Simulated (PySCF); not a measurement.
# AlF₂ + H₂O → HAl(OH) + F₂

Level: PBE0 in the def2-TZVP basis family, all electrons, no relativity, computed in PySCF with density fitting; open shells unrestricted.

```csv
species,state and structure,E (Eh),ZPE (kJ/mol),H(298 K) − H(0) (kJ/mol),S° (J/(mol K))
AlF₂,"doublet, C2v, Al–F 1.647 Å (×2); F–Al–F 119.6°",-442.01849,11.3,11.7,265.5
H₂O,"singlet, C2v, O–H 0.960 Å (×2); H–O–H 105.1°",-76.37736,56.5,9.9,188.7
HAl(OH),"doublet, Cs, Al–H 1.604 Å, Al–O 1.702 Å, O–H 0.956 Å; Al–O–H 124.2°, H–Al–O 114.2°",-318.70052,49.0,11.8,252.5
F₂,"singlet, D∞h, F–F 1.376 Å",-199.40856,6.6,8.7,201.9
```

Problem. What is the electronic reaction energy?

Solution. At PBE0/def2-TZVP, ΔE = 752.9 kJ/mol from the differences of the total energies times 2625.5, uphill. 

Problem. Add zero-point, thermal and entropy terms for 298.15 K and 1 bar.

Solution. ΔZPE = -12.2 and Δ[H(298) − H(0)] = -1.1 kJ/mol give ΔH° = 739.6 kJ/mol. ΔS° = 0.2 J/(mol K), so ΔG° = 739.6 − 298.15 × (0.0002) = 740 kJ/mol.

Each species is the lowest minimum found with this bonding; other isomers or fragments can lie lower.
